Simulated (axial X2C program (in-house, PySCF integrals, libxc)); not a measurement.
# Linear SiNC at several levels

The task here is to estimate one member of a computed series from the others.

Method: all-electron X2C, two-component (2c) or spin-free, Si dyall-v3z, N dyall-av3z, C dyall-v3z; program: an in-house X2C program for linear molecules on PySCF integrals.

All values are calculated.

2 further runs of the same task are left out: 2 set aside as unsound or not needed.

Set-up of the first run:

task.json

```json
{"zs": [14, 7, 6], "q": 0, "bas": ["dyall-v3z", "dyall-av3z", "dyall-v3z"], "r0": [1.82, 1.17], "symm": 0, "scan": ["PBE0", "HF", "B3LYP"], "levels": ["PBE0", "HF", "TPSSh"], "nst": 2}
```

Keys: zs atomic numbers; q charge; bas basis sets; r0 starting distance in Å; symm equal bonds; scan levels of the two-bond scan (MP2 follows by itself at each HF point); levels methods; nst determinants followed.

On the command line:

```bash
> python solin.py task.json out
```

Masses Si 27.977, N 14.003, C 12.000 u.

Among the steps run: Scan at PBE0, 2c; Scan at HF, 2c; Scan at B3LYP, 2c.

One of the session's tables, all rows but one given; the rest of the session is left out.

```
           level  r(Si–N) (Å)  r(N–C) (Å)  lower stretch (cm⁻¹)  upper stretch (cm⁻¹)
        PBE0, 2c        1.737       1.184                 646.3                2021.0
          HF, 2c        1.743       1.161                 655.9                2187.2
       B3LYP, 2c        1.743       1.185                 632.1                1997.0
         MP2, 2c        1.769       1.190                 615.4                2133.5
 PBE0, spin-free            ?           ?                     ?                     ?
   HF, spin-free        1.743       1.161                 656.2                2186.7
B3LYP, spin-free        1.743       1.185                 632.5                1996.5
  MP2, spin-free        1.769       1.190                 615.6                2133.8
```

Q: Estimate the row for PBE0, spin-free from the others.

As computed: r(Si–N) (Å): 1.737; r(N–C) (Å): 1.184; lower stretch (cm⁻¹): 646.6; upper stretch (cm⁻¹): 2020.5.

Scans not shown above were run alike.

MP2 freezes inner shells (threshold -2 hartree). The molecule was held linear; bending was not examined, so a bent shape may lie lower. Note: functional without a current term on a determinant with orbital currents, of the molecule or an atom.
